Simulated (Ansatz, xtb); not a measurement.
CH3LiO: which of two structures lies lower

Structure a is a singlet given by its coordinates and structure b is a singlet given by its coordinates. Both are isolated molecules in the gas phase, relaxed with PBE0-D3(BJ)/def2-SVP.

a (Å):

```yaml
atoms:
  - { symbol: C, position_ang: [-0.9711, 0.2083, 0.4297] }
  - { symbol: Li, position_ang: [-1.3021, -0.4534, -1.3448] }
  - { symbol: O, position_ang: [-0.1852, 0.7327, -0.7204] }
  - { symbol: H, position_ang: [-0.2645, -0.2207, 1.1649] }
  - { symbol: H, position_ang: [0.4671, 1.4013, -0.4899] }
  - { symbol: H, position_ang: [-1.4851, 1.0596, 0.9145] }
```

Close contacts (Å): C1–Li2 1.92, C1–O3 1.49, Li2–O3 1.74, C1–H4 1.11, C1–H6 1.11, O3–H5 0.96.

b (Å):

```xyz
6

C    -1.3129    0.5133   -0.6765
Li    1.3606    0.4826   -0.5581
O    -0.3773    1.2407   -0.9240
H    -2.3563    0.8571   -0.8526
H     1.5170   -1.0257    0.0385
H    -1.1508   -0.5092   -0.2698
```

Close contacts (Å): C1–O3 1.21, Li2–O3 1.93, C1–H4 1.11, C1–H6 1.11, Li2–H5 1.63.

Quicker runs give these differences E(b) − E(a): GFN2-xTB −20.3 kcal/mol; HF/STO-3G +4.8 kcal/mol (at GFN2-xTB geometries); r2SCAN-D4/def2-SVP +12.1 kcal/mol (at GFN2-xTB geometries).

Task: Estimate which is lower in electronic energy at CCSD(T)/def2-TZVPP, and by roughly how much.

Result: The CCSD(T)/def2-TZVPP calculation puts structure a lower, by 7.0 kcal/mol.

Level by level:

```
               level              geometry  E(b) − E(a) (kcal/mol)  departure from the last row (kcal/mol)  job, with rough time for the two
            GFN2-xTB              GFN2-xTB                     −20.3                                   −27.3              optimisation, 0.67 s
           HF/STO-3G              GFN2-xTB                      +4.8                                    −2.2              single point, 0.89 s
  r2SCAN-D4/def2-SVP              GFN2-xTB                     +12.1                                    +5.1               single point, 6.9 s
PBE0-D3(BJ)/def2-SVP  PBE0-D3(BJ)/def2-SVP                      +6.9                                     0.0             optimisation, 3.1 min
       HF/def2-TZVPP  PBE0-D3(BJ)/def2-SVP                      −1.3                                    −8.3           part of the CCSD(T) run
      MP2/def2-TZVPP  PBE0-D3(BJ)/def2-SVP                      +9.6                                    +2.6           part of the CCSD(T) run
  CCSD(T)/def2-TZVPP  PBE0-D3(BJ)/def2-SVP                      +7.0                                                        single point, 50 s
```

GFN2-xTB, HF/def2-TZVPP put the two in the other order. The largest departure from CCSD(T)/def2-TZVPP is that of GFN2-xTB, 27.3 kcal/mol.

With harmonic frequencies from PBE0-D3(BJ)/def2-SVP (ideal gas, rigid rotor, one conformer each, 298.15 K, 1 atm): the zero-point term adds −4.2 kcal/mol; ΔH is +3.5 and ΔG +2.1 kcal/mol.

The correlated steps freeze 2 core orbitals; the last core shell of Li is correlated, in a basis made for valence electrons. Programs: Ansatz 0.2.0, xtb 6.7.1; the last row on 1 thread of AMD EPYC (Zen 3) on a shared host.
